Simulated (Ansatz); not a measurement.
A calculation with Ansatz (development build ahead of 0.2.0).

```yaml
crystal:
  periodic: [false, false, false]
  atoms:
    - { symbol: C, position_ang: [0.0, 0.0, 0.0] }
    - { symbol: F, position_ang: [0.0, 0.0, 3.81] }
basis:
  gaussian: { orbitals: def2-SVP }
magnetization:
  spin_polarized: true
  initial_magnetization: 1
hamiltonian:
  xc: pbe0
scf:
  omitted_lower_state_checks: [starts, atomic_configurations, cluster_reference, orbital_swaps, given_window_search, neighbouring_geometries, increment]
output:
  forces: true
```

The input is written out in the form of the current development build from the run's settings.

Results

```yaml
Converged: yes
Total_energy: -137.31084 hartree
Spin_squared_of_the_determinant: 1.729
Stability_test: minimum
```

Forces (eV/Å):
```
atom     Fx     Fy      Fz
  C1  0.000  0.000   0.089
  F2  0.000  0.000  -0.089
```

Caution: charge can spread falsely over distant fragments; the unrestricted determinant is a mixture of spin states.
